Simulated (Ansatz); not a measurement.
# Zinc-blende MnSe (metastable phase)

Level of theory: r²SCAN in Ansatz (plane waves, PAW).

Settings: plane-wave cutoff 500 eV, 12×12×12 k mesh, Fermi–Dirac smearing 0.05 eV, spin-polarised start, scalar-relativistic PAW data made under PBE.

Cell (relaxed at this level):

Space group F-43m (No. 216); a = b = c = 5.923 Å, α = β = γ = 90.00°

| atom | site | symmetry | x | y | z |
|---|---|---|---|---|---|
| Mn | 4a | -43m | 0.0000 | 0.0000 | 0.0000 |
| Se | 4d | -43m | 0.7500 | 0.7500 | 0.7500 |
(The calculation used a cell of 2 atoms; values per cell refer to that cell.)

```
Quantity                       Result
--------  ---------------------------
band gap  0.83 eV (on the SCF k mesh)
```

Note: the magnetic order was assumed, not searched for or taken from measurement; the volume lies 5 % above that of the published cell.

Spin–orbit coupling is not included.

The computed numbers hold no vibrational or temperature effects.

The result took very roughly 100 core-seconds.

Ansatz is a quantum-chemistry and plane-wave program.
